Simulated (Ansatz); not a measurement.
**C3H4ClFO: up Jacob's ladder to CCSD(T)**

How much do the methods differ for C3H4ClFO? The plan is to run it at one geometry with functionals of several rungs and with coupled cluster, and see how far each lands from CCSD(T) at the basis-set limit for the atomisation energy.

The runs use Ansatz 0.2.0, Gaussian basis; functionals in def2-TZVPP, the program's frozen cores in correlated methods.

The runs, in order: PBE-D4, r2SCAN-D4, PBE0-D4, B3LYP-D4, ωB97X-V, ωB97M-V, B2PLYP; CCSD(T)/def2-TZVPP; MP2/def2-QZVPP; extrapolation to the limit.

## Step 1: The relaxed structure

All runs share one geometry, relaxed beforehand with PBE0-D4 in a triple-zeta def2 set.

10 atoms, charge 0, spin multiplicity 1.

Atoms are counted from 1 here; the program's logs count them from 0.

Bond lengths: O1–C2 1.408 Å, O1–H7 0.961 Å, C2–C3 1.487 Å, C2–H8 1.090 Å, C2–H9 1.100 Å, C3–F4 1.339 Å, C3–C5 1.324 Å, C5–Cl6 1.708 Å, C5–H10 1.080 Å. Angles: C2–O1–H7 108.3°, O1–C2–C3 112.7°, O1–C2–H8 107.1°, O1–C2–H9 111.1°, C3–C2–H8 109.2°, C3–C2–H9 108.7°, H8–C2–H9 107.9°, C2–C3–F4 112.9°, C2–C3–C5 126.1°, F4–C3–C5 121.1°, C3–C5–Cl6 123.7°, C3–C5–H10 120.5°, Cl6–C5–H10 115.8°.

## Step 2: PBE-D4 (GGA)

Contents of in.yaml:

```yaml
crystal:
  periodic: [false, false, false]
  atoms:
    - {symbol: O, position_ang: [-0.701132, -1.787982, 0.534280]}
    - {symbol: C, position_ang: [0.144458, -0.683398, 0.754634]}
    - {symbol: C, position_ang: [0.203584, 0.234972, -0.413167]}
    - {symbol: F, position_ang: [0.702028, -0.349097, -1.509892]}
    - {symbol: C, position_ang: [-0.177569, 1.502517, -0.427712]}
    - {symbol: Cl, position_ang: [-0.051883, 2.515187, -1.797348]}
    - {symbol: H, position_ang: [-0.356081, -2.289398, -0.209911]}
    - {symbol: H, position_ang: [-0.249573, -0.143928, 1.616454]}
    - {symbol: H, position_ang: [1.166227, -1.008834, 0.998695]}
    - {symbol: H, position_ang: [-0.596859, 1.958861, 0.456965]}
basis:
  gaussian: {orbitals: def2-TZVPP}
hamiltonian: {xc: pbe, dispersion: d4}
output: {forces: true, orbitals: {seedname: orbitals}}
```

Command:

```
ansatz run in.yaml --threads 4 --pin off --events-out ev --progress --plain --max-ram 10444MiB
```

The runs that follow: r2SCAN-D4 (meta-GGA); PBE0-D4 (hybrid); B3LYP-D4 (hybrid); ωB97X-V (range-separated); ωB97M-V (range-separated); B2PLYP (double hybrid); CCSD(T) in def2-TZVPP; MP2 in def2-QZVPP.

**Question.** What will the summary of the whole plan be? Wanted: atomisation energy, CCSD(T)/CBS; farthest; mean size of error, hybrid; mean size of error, range-separated; gap, smallest and largest; T1 diagnostic; triples share of the correlation energy.

**Answer**, as computed:

| quantity | value |
| --- | --- |
| atomisation energy, CCSD(T)/CBS | 944.5 kcal/mol |
| functionals within 4.7 kcal/mol (0.5 %) | B3LYP-D4, ωB97X-V, ωB97M-V |
| farthest | PBE-D4 (+39.3 kcal/mol) |
| mean size of error, hybrid | 6.2 kcal/mol |
| mean size of error, range-separated | 3.3 kcal/mol |
| gap, smallest and largest | 4.97 eV (PBE-D4), 11.71 eV (ωB97X-V) |
| T1 diagnostic | 0.0114 |
| triples share of the correlation energy | 3.9 % |

PBE-D4 misses by +39.3 kcal/mol. Double hybrids carry the basis error of their MP2 part in triple zeta, and no dispersion term here, so their miss is partly the set-up's. The reference freezes the cores and leaves out relativity and excitations past (T), so misses under about 4.7 kcal/mol can't be ranked. Hartree-Fock recovers 70 % of the binding; the rest is correlation. The gap grows from 5.0 to 11.7 eV across the functionals, mostly with the share of exact exchange.
